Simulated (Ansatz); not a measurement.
**[H···H···SiH₃], doublet: transfer scan**

Starting geometry:

```xyz
6

H    -2.7234    0.0000    0.0000
H    -1.9784    0.0000    0.0000
Si    0.1086    0.0000    0.0000
H     0.5586   -1.4163    0.0000
H     0.5586    0.7081   -1.2265
H     0.5586    0.7081    1.2265
```

From there H2 is moved from one fragment to the other while all else, the fragments' distance too, stays fixed; atoms are numbered as listed. Energies are in kJ/mol, counted from the starting geometry at the same level. Kohn–Sham curves are unrestricted where that lies lower.

Basis cc-pVDZ; Ansatz 0.2.0. Only valence electrons are correlated (noble-gas cores frozen). Prefix R: restricted or restricted open-shell reference; prefix U: unrestricted.

Full CI isn't at hand for all of this; UCCSDT(Q) serves as the reference, and is uncertain by about the last step of the cluster series.

```
distance H1-H2 (Å)   PBE
             0.693  12.5
             0.745   0.0
             0.837  -2.7
             0.930   6.4
             1.022  17.3
             1.115  25.3
             1.207  30.3
             1.300  35.7
             1.392  47.7
```

Q: Estimate the UCCSDT(Q) curve in cc-pVDZ from this one, knowing how PBE errs.

A: The computed UCCSDT(Q) values, in kJ/mol from the starting point, and the error of PBE against them:
| distance H1-H2 (Å) | UCCSDT(Q) | PBE less UCCSDT(Q) |
| --- | --- | --- |
| 0.693 | 8.5 | 4.0 |
| 0.745 | 0.0 | 0.0 |
| 0.837 | 4.5 | -7.2 |
| 0.930 | 19.7 | -13.3 |
| 1.022 | 33.3 | -16.1 |
| 1.115 | 39.6 | -14.2 |
| 1.207 | 38.7 | -8.5 |
| 1.300 | 36.5 | -0.8 |
| 1.392 | 40.9 | 6.8 |

The error spans 22.9 kJ/mol and is largest, -16.1 kJ/mol, at 1.022 Å.

In so small a basis the reference is far from its limit while semilocal and hybrid functionals are nearer theirs, so the functionals' errors here hold much of the reference's basis and frozen-core error, which can add to them or hide them.
